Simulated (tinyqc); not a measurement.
Hueckel theory of the pi electrons with the omega technique, for the molecule C=CN (SMILES; centres numbered as the heavy atoms are written), step by step. Computed by tinyqc, a small Python program that keeps every step. Settings: charge = 0, omega = 1.0, damping = 0.3. Command: `OMP_NUM_THREADS=1 python tinyqc.py 20179 20180 out.jsonl` (the two numbers bound the seeds that draw the settings). One thread of a shared host (Intel(R) Xeon(R) Processor @ 2.60GHz), about 0.01 s of CPU time with the checks.

## The Hueckel matrix

Centres:
```
centre,"z_r, pi electrons of the neutral centre",h
1C,1,0.00000
2C,1,0.00000
3N,2,1.55000
```

Bonds:
```
i,j,k
1,2,1
2,3,0.77000
```

H_rr = alpha + h_r beta, H_rs = k_rs beta for bonded centres.

Hueckel matrix in units of beta (H = alpha + beta A), lower triangle:
```
,1C,2C,3N
1C,0.00000
2C,1.00000,0.00000
3N,0.00000,0.77000,1.55000
```

## Orbitals, round 1

pi electrons, sum of z_r less the charge = 4

Diagonalise; E = alpha + x beta with beta < 0, so the largest x are filled first; degenerate levels share their electrons. P = sum n_i c_ri c_si; each orbital has its largest coefficient positive (the first on a tie).

x values: 1.95923  0.70807  -1.11730

occupations: 2.00000  2.00000  0.00000

coefficients:
```
,MO1,MO2,MO3
1C,0.23295,0.72155,-0.65200
2C,0.45639,0.51091,0.72848
3N,0.85874,-0.46726,-0.21030
```

charge and bond-order matrix P, lower triangle:
```
,1C,2C,3N
1C,1.14980
2C,0.94993,0.93865
3N,-0.27423,0.30639,1.91155
```

## Omega technique, round 1

h_r = h_r(0) + omega q_r, omega = 1, with q_r = z_r - P_rr; 0.3 of the old diagonal is kept.

matrix after round 1, lower triangle:
```
,1C,2C,3N
1C,-0.10486
2C,1.00000,0.04295
3N,0.00000,0.77000,1.61191
```

## Orbitals, round 2

As before.

x values: 2.00903  0.68025  -1.13928

occupations: 2.00000  2.00000  0.00000

coefficients:
```
,MO1,MO2,MO3
1C,0.21191,0.70058,-0.68139
2C,0.44795,0.55003,0.70484
3N,0.86858,-0.45459,-0.19727
```

charge and bond-order matrix P, lower triangle:
```
,1C,2C,3N
1C,1.07143
2C,0.96053,1.00640
3N,-0.26883,0.27809,1.92217
```

## Omega technique, round 2

As before.

matrix after round 2, lower triangle:
```
,1C,2C,3N
1C,-0.08146
2C,1.00000,0.00840
3N,0.00000,0.77000,1.62306
```

## Convergence

Each round sets h_r = h_r(0) + omega (z_r - P_rr), keeping the share named as damping of the old diagonal; repeat until output and input diagonals agree to 1e-6.

Rounds:
```
round,sum n x,largest |h(out) - h(in)|
1,5.33460,1.50e-01
2,5.37857,4.93e-02
3,5.39107,1.76e-02
4,5.39356,5.94e-03
5,5.39441,2.24e-03
6,5.39453,7.63e-04
7,5.39460,2.97e-04
8,5.39460,1.05e-04
9,5.39460,4.01e-05
10,5.39460,1.45e-05
11,5.39460,5.45e-06
12,5.39460,2.00e-06
13,5.39460,7.43e-07
```

Converged in 13 rounds.

## Energy, charges, bond orders

final x values: 2.01599  0.68131  -1.14730

occupations: 2.00000  2.00000  0.00000

final P, lower triangle:
```
,1C,2C,3N
1C,1.09131
2C,0.95957,0.98669
3N,-0.26623,0.28114,1.92200
```

E = sum n x; q_r = z_r - P_rr; bond order p = P_rs; free valence = sqrt(3) - sum of p over the bonds of the atom.

pi energy = 4 alpha + this times beta = 5.39460

pi charges: 1C -0.09131, 2C 0.01331, 3N 0.07800

Bond orders and lengths from R = 1.517 - 0.180 p (angstrom, C-C alone):
```
bond,p,R
1-2,0.95957,1.34428
2-3,0.28114,-
```

free valence of the carbons: 1C 0.77248, 2C 0.49134

gap between the highest filled and the next level = 1.82862 |beta|
